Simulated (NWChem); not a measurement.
**What each level costs for chloromethane (CH3Cl)**

```xyz
5

C      1.1279    -0.0568     0.0000
Cl    -0.6610     0.0333     0.0000
H      1.4635    -0.5967     0.9046
H      1.4635    -0.5967    -0.9046
H      1.5423     0.9682     0.0000
```
Charge 0, spin multiplicity 1.

All runs are NWChem calculations. All single points use one geometry, from PBE/def2-SVP, a minimum by its harmonic frequencies.

Basis set: def2-TZVP (86 functions). Each entry is one whole single-point run; the coupled-cluster runs use the TCE module, and the SCF and DFT modules converge to different thresholds.

The correlated methods keep 6 core orbitals frozen. B3LYP has NWChem's definition, with VWN1-RPA local correlation.

**Question.** Roughly how much processor time does each of these take, relative to RHF: MP2, B2PLYP, PBE, B3LYP, r2SCAN, CR-CCSD(T)?

**Answer.** PBE about the same, within a factor of 3; B3LYP about the same, within a factor of 3; r2SCAN about the same, within a factor of 3; MP2 about the same, within a factor of 3; B2PLYP about the same, within a factor of 3; CR-CCSD(T) about 20 (rough ratios from shared machines).
